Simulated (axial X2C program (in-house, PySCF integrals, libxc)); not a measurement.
Low determinants of BC⁺ at the PBE0 level, without spin–orbit coupling

All values were computed with an axial X2C code built on PySCF integrals. Spin-free means the one-electron spin-free X2C Hamiltonian. Basis: C dyall-v3z [7s6p2d1f], B dyall-v3z [7s6p2d1f] (cores contracted in-house); Gaussian nuclei, density fitting, unrestricted open shells. Masses: C 12.000 u, B 11.009 u.

Search at 1.450 Å (vertical energies from the lowest determinant):

```json
{"ΔE (eV)": "0.00", "state": "M_S = 2, Λ = 0", "electrons beyond evenly filled partner blocks": "2 × σα, π+α, π-α", "electrons in σ, π, δ, φ": "8 2 0 0"}
{"ΔE (eV)": "0.71", "state": "M_S = 1, Λ = 0", "electrons beyond evenly filled partner blocks": "π+α, π-α", "electrons in σ, π, δ, φ": "8 2 0 0"}
{"ΔE (eV)": "1.39", "state": "M_S = 1, Λ = 1", "electrons beyond evenly filled partner blocks": "σα, π+α", "electrons in σ, π, δ, φ": "9 1 0 0"}
{"ΔE (eV)": "1.78", "state": "M_S = 0, Λ = 0", "electrons beyond evenly filled partner blocks": "π+α, π-β", "electrons in σ, π, δ, φ": "8 2 0 0"}
{"ΔE (eV)": "2.07", "state": "M_S = 1, Λ = 2", "electrons beyond evenly filled partner blocks": "2 × σα, π+α, π+β", "electrons in σ, π, δ, φ": "8 2 0 0"}
{"ΔE (eV)": "2.07", "state": "M_S = 1, Λ = 0", "electrons beyond evenly filled partner blocks": "2 × σα, π+α, π-β", "electrons in σ, π, δ, φ": "8 2 0 0"}
{"ΔE (eV)": "2.63", "state": "M_S = 1, Λ = 1", "electrons beyond evenly filled partner blocks": "σα, π+α, π+β, π-α", "electrons in σ, π, δ, φ": "7 3 0 0"}
```

Lowest determinant, M_S = 2, Λ = 0 (beyond evenly filled blocks: 2 × σα, π+α, π-α): Re = 1.431 Å, ωe = 1425.3 cm⁻¹.

The determinant in row 2 of the search, M_S = 1, Λ = 0 (beyond evenly filled blocks: π+α, π-α), was followed along the bond at PBE0; measured from the minimum of the lowest determinant it gives:

Te = 0.655 eV (5279 cm⁻¹), Re = 1.516 Å, ωe = 1103.9 cm⁻¹.

(1) Compare the bond of the determinant in row 2 with that of the lowest one.

The search compares states at one distance, so a state with another bond length can lie lower; it is not exhaustive and yields mostly the lowest determinant of each block pattern, so other components and higher states of one pattern are missing. These are energies of single determinants, not of spin-adapted states; PBE0 term energies can be off by some tenths of an eV, and the functional has no current term. The lowest determinant need not be the ground state where others lie within half an eV.

## Answers

(1) At PBE0 its Re is 0.085 Å longer and its force constant, which goes as ωe², is 0.60 times that of the lowest determinant. T0 ≈ Te + Δωe/2 = 5279 + (-161) = 5118 cm⁻¹.
